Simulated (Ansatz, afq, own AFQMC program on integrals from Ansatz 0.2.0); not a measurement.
Atomization energy of SiH2, singlet, worked out

```xyz
3

Si    0.0000   -0.0715    0.0000
H     0.0000    0.9958   -1.0900
H     0.0000    0.9958    1.0900
```

Basis cc-pVQZ. Noble-gas cores (and the filled d shells of Ga–Kr and In–Xe) are frozen. Ansatz 0.2.0 and our own AFQMC program on the same integrals; the CISD trial comes from CCSD amplitudes, and released means the phaseless constraint is let go. Uncertainties: one standard error, sampling alone.

Total energies in eV. CBS is CCSD(T) at the limit of def2-TZVPP/QZVPP (extrapolated itself); the highest rung of each member is named.

Cautions: SiH₂ (singlet): restricted determinant unstable towards unrestricted (UHF 114 meV lower, ⟨S²⟩ 0.42), the released energies are still falling, so no released level is given (meV from the phaseless value at times in 1/Eh: -7 ± 4 at 0.24, -8 ± 3 at 0.50, -11 ± 3 at 1.00, -16 ± 3 at 1.50), though the last usable value meets CCSDT(Q) within the noise.

```json
{"member": "Si (triplet)", "count": "+1", "CCSD(T)/cc-pVQZ": "-7862.3927", "highest rung in cc-pVQZ": "-7862.4146", "which": "FCI", "CCSD(T)/CBS": "-7862.5000"}
{"member": "H (doublet)", "count": "+2", "CCSD(T)/cc-pVQZ": "-13.6042", "highest rung in cc-pVQZ": "-13.6042", "which": "FCI", "CCSD(T)/CBS": "-13.6059"}
{"member": "SiH₂, singlet", "count": "-1", "CCSD(T)/cc-pVQZ": "-7896.1992", "highest rung in cc-pVQZ": "-7896.2246", "which": "CCSDT(Q)", "CCSD(T)/CBS": "-7896.3893"}
```

Task: Work out the best estimate of the atomization energy: the CCSD(T)/CBS difference plus the step from CCSD(T) to the highest rung.

Result: Sums with the counts: CCSD(T)/CBS 6.6775 eV, highest rung 6.6016 eV, CCSD(T)/cc-pVQZ 6.5981 eV. The step is 6.6016 − 6.5981 = 0.0035 eV, so the best estimate is 6.6775 + (0.0035) = 6.6810 eV. The basis set is worth 0.079 eV of it. Zero-point, core-correlation and spin–orbit terms aren't in it. Past Ne the Hartree–Fock part of each CBS total tends to overshoot, since the cores don't follow the formula; that largely cancels in the difference.

Best estimates are given only where the step beyond CCSD(T) is under 0.3 eV and no member's determinant is very poor (T1 over 0.05, or 0.07 for open shells, ⟨S²⟩ too high by 0.3, two states mixed), so the hardest cases are missing from such tables.

CCSDT and higher add their correlation energy to the determinant of the CCSD(T) run, since their own runs factorise the integrals more tightly (a shift of under 2 meV). Each member of a difference takes its own highest rung, so a best estimate needn't equal the limit plus the step of one row.
